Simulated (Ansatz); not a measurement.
A nudged elastic band was laid between two geometries of CH2NOS (6 atoms, charge -1, multiplicity 1).

All numbers below come from RKS B3LYP/def2-SVP (Ansatz).

```
movable images  : 7
climbing image  : yes
spring          : 5.0 eV/Å²
optimiser       : quadratic models (default)
start path      : through a guess of the saddle point
force threshold : 0.05 eV/Å
iteration limit : 60
end points      : relaxed
```

Initial state:

```xyz
6
Properties=species:S:1:pos:R:3
N 0.579 -1.513 0.391
C 0.945 -0.384 0.067
O 0.063 0.702 -0.195
S -1.518 -0.056 0.077
H 1.966 0.062 -0.097
H -2.035 1.189 -0.243
```

Final state:

```xyz
6
Properties=species:S:1:pos:R:3
N 0.761 -1.631 0.416
C 0.258 -0.575 0.147
O 0.765 0.688 -0.220
S -1.775 -0.149 0.114
H 1.721 0.511 -0.210
H -1.731 1.157 -0.247
```

Task: What changes between the two ends?

Result: Bonds broken: C2–H5, O3–S4. Bonds formed: C2–S4, O3–H5.

Task: What energy profile does the band end with?

Result: The run converged. The highest image is number 4 of 0 to 8, 0.96 eV above the first end and 2.17 eV above the last; the last end lies 1.20 eV below the first. A vibrational analysis at the climbing image gives one clearly imaginary mode, 1007i cm⁻¹: a first-order saddle point. The orbitals stay closed-shell, which can raise the energy where a bond breaks towards radicals; this wasn't checked here. Limits of this set-up: an anion without diffuse functions, the dipole of an ion depends on the origin.

```
image  path coordinate (Å)  energy (eV)  C2–H5 (Å)  O3–S4 (Å)  C2–S4 (Å)
    0                 0.00         0.00       1.13       1.77       2.48
    1                 0.30         0.07       1.13       1.74       2.63
    2                 0.61         0.20       1.13       1.75       2.81
    3                 0.91         0.58       1.18       2.01       2.98
    4                 1.22         0.96       1.35       2.34       3.05
    5                 1.58        -0.11       1.58       2.65       3.00
    6                 1.94        -0.94       1.82       2.88       2.79
    7                 2.31        -1.11       1.86       2.83       2.44
    8                 2.67        -1.20       1.86       2.70       2.08
```

Task: What is the geometry of the highest image?

Result: 
```xyz
6
Properties=species:S:1:pos:R:3:forces:R:3
N 1.111 -1.792 0.449 -0.01 0.01 0.00
C 0.924 -0.658 0.143 0.01 -0.01 0.00
O 0.288 0.463 -0.141 0.00 -0.01 0.00
S -2.020 0.151 0.039 0.00 0.00 0.00
H 1.732 0.377 -0.176 -0.01 0.00 0.00
H -2.035 1.459 -0.312 0.00 0.00 0.00
```

Task: What are the harmonic wavenumbers there?

Result: 1007i, 91, 107, 281, 468, 536, 603, 608, 1064, 1575, 2137, 2643 cm⁻¹.

The run took 3.7 min on 1 thread of Arm Neoverse V2, on a shared host, peak memory 0.13 GiB.
